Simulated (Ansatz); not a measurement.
A structure relaxed at PBE0-D4/def2-TZVP in Ansatz, charge 1, doublet:

```xyz
6

Li   -0.113   -0.417    0.072
Li   -0.868    0.564   -2.967
Li   -0.032   -2.747    2.480
H     0.794    1.040    1.258
H    -0.474    0.137   -1.461
H     0.694    1.423    0.617
```

(1) Give its formula and point group.

(2) Summarise the bond lengths by kind (pairs closer than 1.2 times the sum of covalent radii, bridged metal pairs left out).

Answers

(1) the cluster Li3H3⁺ (the lowest doublet isomer of a short search). Point group Cs (tolerance 0.1 Å).

(2) 2 × H–Li 1.61 to 1.67 Å.

In the doublet, H4 and H6 lie 0.75 Å apart (atoms count from 1), so H2 has formed as a molecule. The structure comes from a short search, and lower isomers may exist.
